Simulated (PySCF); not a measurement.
**NMR parameters of BH2Me**

BH2Me, CH5B, point group C1.

Bonds: B1-C4 1.553 Å. B1 carries H2, H3; C4 carries H5, H6, H7.

GIAO calculations in PySCF 2.14 on the PBE0-D3(BJ)/def2-SVP structure: isolated species, non-relativistic, equivalent atoms averaged; basis pcSseg-1.

Problem. Give the isotropic shieldings (ppm) with PBE0, wB97X-D.

Solution. 
```csv
atoms,environment,PBE0,wB97X-D
C4,"carbon bonded to B, 3 H",165.5,167.4
B1,"boron bonded to C, 2 H",10.4,16.6
H2/H3,hydrogen on a boron bonded to C,23.44,23.82
H5/H6/H7,hydrogen on a carbon bonded to B,29.88,30.09
HOMO–LUMO gap (eV),–,7.76,11.68
```

Problem. And the chemical shifts, against references computed in the same way?

Solution. 
| atoms | nucleus, reference | PBE0 | wB97X-D |
| --- | --- | --- | --- |
| C4 | $^{13}$C, TMS | 18.9 | 17.2 |
| B1 | $^{11}$B, BF3·OEt2 | 90.3 | 85.0 |
| H2/H3 | $^{1}$H, TMS | 7.83 | 7.56 |
| H5/H6/H7 | $^{1}$H, TMS | 1.39 | 1.29 |

Problem. Which part of the shielding of C4 depends on the functional?

Solution. Diamagnetic: PBE0 252, wB97X-D 252 ppm; paramagnetic: PBE0 -87, wB97X-D -85 ppm. The diamagnetic part, set mainly by inner electrons, hardly moves; the paramagnetic part goes with low-lying magnetically allowed excitations and carries the spread.

Problem. What couplings does B3LYP/pcJ-1 give?

Solution. $^{1}J$(B1,H2) = 134.5, $^{1}J$(C4,H5) = 124.6, $^{1}J$(B1,C4) = 50.6, $^{2}J$(H5,H6) = -15.1, $^{2}J$(H2,H3) = 6.4, $^{2}J$(H2,C4) = 5.5, $^{2}J$(B1,H5) = -5.1, $^{3}J$(H2,H5) = 5.7 Hz (averaged over equivalent pairs; isotopes $^{11}$B, $^{1}$H, $^{13}$C).
